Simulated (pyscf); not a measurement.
This saddle point was located with ωB97X-D3(BJ)/def2-SVP in PySCF.

```xyz
15

N     -0.3619     2.7240     0.1394
Zr    -0.3757     0.6851    -0.1010
N     -1.3062     0.2512    -1.8562
N     -1.6816     0.2013     1.4013
O      0.8586    -0.9719     0.6888
H     -0.5301     3.4108    -0.5933
H     -0.1956     3.2282     1.0084
H     -0.8167     0.2701    -2.7499
H     -2.2657    -0.0465    -2.0128
H     -1.6358    -0.5899     2.0385
H     -2.4279     0.8222     1.7097
H      0.7072    -1.9205     0.6406
O      1.7117     0.5049    -0.8224
H      1.6260    -0.4266    -0.0839
H      2.4222     1.1387    -0.6839
```
Charge 0, spin multiplicity 1.

Surface: singlet, charge 0. Lowest wavenumbers (cm⁻¹): 807i, 45, 125, 137, 146.

Task: Name the species on either side of this saddle.

Result: H₂N–Zr(NH₂)(NH₂)–OH + H₂O <-> H₂N–Zr(NH₂)(NH₂)–OH + H₂O, a four-centre exchange read from left to right: O–Zr, H–O broken and O–Zr, H–O formed. At ωB97M-D3(BJ)/def2-TZVP it lies -9.9 kJ/mol from the left side and -9.9 kJ/mol from the right (each side as separated species at their lowest minima found). On the reactant side the descent ends in an adduct with a O–Zr contact, 61.7 kJ/mol under the separated species and 44.5 kJ/mol under the saddle at ωB97X-D3(BJ)/def2-TZVP. On the product side the descent ends in an adduct with a O–Zr contact, 61.6 kJ/mol under the separated species and 44.5 kJ/mol under the saddle at ωB97X-D3(BJ)/def2-TZVP. At ωB97M-D3(BJ) the saddle lies under the separated reactants, which points to a path from their complex (located at ωB97X-D3(BJ) alone). At ωB97M-D3(BJ) the saddle lies under the separated products, which points to a path from their complex (located at ωB97X-D3(BJ) alone). What is counted as formed (O–Zr) is already present as a longer contact in the reactant adduct; forming that adduct is a step of its own. What is counted as broken (O–Zr) persists as a longer contact in the product adduct; parting that adduct is a step of its own. One saddle was located; it need not be the lowest between these sides. Elements past Kr carry the def2 core potentials, without spin-orbit coupling.
